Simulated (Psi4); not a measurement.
# CH5N (methylamine): PBE0/def2-TZVPP (density fitting, sweep point 4)

Wanted: energy and gradient of CH5N (methylamine). 

The results are computed with Psi4 1.11.

3 further runs of the same task are left out: 3 set aside as unsound or not needed.

**1. The system as given**

The species is CH5N (7 atoms), meant as a singlet with charge 0. SMILES: `CN`. The coordinates come from a PBE0-D4/def2-TZVP relaxation.

Bond lengths: C1–N2 1.453 Å, C1–H3 1.100 Å, C1–H4 1.092 Å, C1–H5 1.092 Å, N2–H6 1.012 Å, N2–H7 1.012 Å. Angles: C1–N2–H6 110.6°, C1–N2–H7 110.6°, N2–C1–H3 115.4°, N2–C1–H4 109.4°, N2–C1–H5 109.4°, H6–N2–H7 106.7°, H3–C1–H4 107.7°, H3–C1–H5 107.7°, H4–C1–H5 106.9°.

**2. Energy and gradient at PBE0/def2-TZVPP (density fitting, sweep point 4)**

File ch5n.py:

```python
import psi4

psi4.set_memory('1600 MB')
psi4.set_num_threads(1)
psi4.core.set_output_file('output.dat', False)

molecule = psi4.geometry("""
0 1
C     -0.473800    -0.138400    -0.281500
N      0.801600     0.390900     0.170500
H     -0.984400    -0.806400     0.427500
H     -0.327200    -0.690700    -1.212500
H     -1.150500     0.689300    -0.505500
H      1.448000    -0.360600     0.373500
H      0.686300     0.915800     1.027900
symmetry c1
""")

psi4.set_options(dict(basis='def2-TZVPP', scf_type='df', guess='huckel'))

e = psi4.gradient("PBE0")
print('gradient / Eh bohr^-1')
print(e.np.round(6))
```

Run with:

```
$ python ch5n.py
```

output.dat:

```text
[...]
  Running in c1 symmetry.
[...]
  Nuclear repulsion =   42.140878598199343
[...]
  Multiplicity = 1
[...]
  Nalpha       = 9
  Nbeta        = 9
[...]
    Number of basis functions: 132
[...]
   @DF-RKS iter   1:   -95.02425057645968   -9.50243e+01   1.05446e-02 ADIIS/DIIS
[...]
   @DF-RKS iter  11:   -95.78006492796851   -5.17275e-12   3.01876e-09 DIIS
[...]
    Orbital Energies [Eh]
    ---------------------
    Doubly Occupied:
       1A    -14.357875     2A    -10.232398     3A     -0.900280
       4A     -0.676891     5A     -0.504087     6A     -0.453592
       7A     -0.414950     8A     -0.376127     9A     -0.249604
[...]
  @DF-RKS Final Energy:   -95.78006492796851
   => Energetics <=
    Nuclear Repulsion Energy =             42.1408785981993432
    One-Electron Energy =                -211.8648324289910363
    Two-Electron Energy =                  84.6537481937532164
    DFT Exchange-Correlation Energy =     -10.7098592909300354
    Empirical Dispersion Energy =           0.0000000000000000
    VV10 Nonlocal Energy =                  0.0000000000000000
    Total Energy =                        -95.7800649279685103
[...]
 Multipole Moments:
 ------------------------------------------------------------------------------------
     Multipole            Electronic (a.u.)      Nuclear  (a.u.)        Total (a.u.)
 ------------------------------------------------------------------------------------
 L = 1.  Multiply by 2.5417464519 to convert [e a0] to [Debye]
 Dipole X            :          0.9461406           -1.0956830           -0.1495423
 Dipole Y            :          0.4844141           -0.7749266           -0.2905124
 Dipole Z            :          0.1565215            0.2360722            0.3925937
 Magnitude           :                                                    0.5107741
[...]
  -Total Gradient:
     Atom            X                  Y                   Z
    ------   -----------------  -----------------  -----------------
       1        0.000463691641     0.000288657042     0.000080567183
       2       -0.000452229587    -0.000035256039    -0.000607257990
       3       -0.000185086196    -0.000332611538     0.000410382935
       4        0.000118244182    -0.000261137183    -0.000418002134
       5       -0.000263182662     0.000395893053    -0.000076370064
       6        0.000534557530    -0.000655912112    -0.000040122510
       7       -0.000214183054     0.000604273305     0.000645290925
[...]
```

Standard output:

```text
gradient / Eh bohr^-1
[[ 4.64e-04  2.89e-04  8.10e-05]
 [-4.52e-04 -3.50e-05 -6.07e-04]
 [-1.85e-04 -3.33e-04  4.10e-04]
 [ 1.18e-04 -2.61e-04 -4.18e-04]
 [-2.63e-04  3.96e-04 -7.60e-05]
 [ 5.35e-04 -6.56e-04 -4.00e-05]
 [-2.14e-04  6.04e-04  6.45e-04]]
```

It took 12 s on 1 thread of Intel Xeon at 2.60GHz (Ice Lake), shared host; peak memory 0.77 GiB.

**3. What came out**

Level: PBE0/def2-TZVPP (density fitting, sweep point 4).

| quantity | value |
| --- | --- |
| total energy | -95.78006 Eh |
| dipole moment | 1.30 D |
| HOMO energy | -6.79 eV |
| LUMO energy | 1.16 eV |
| HOMO–LUMO gap | 7.96 eV |
| largest force on an atom | 0.047 eV/Å |
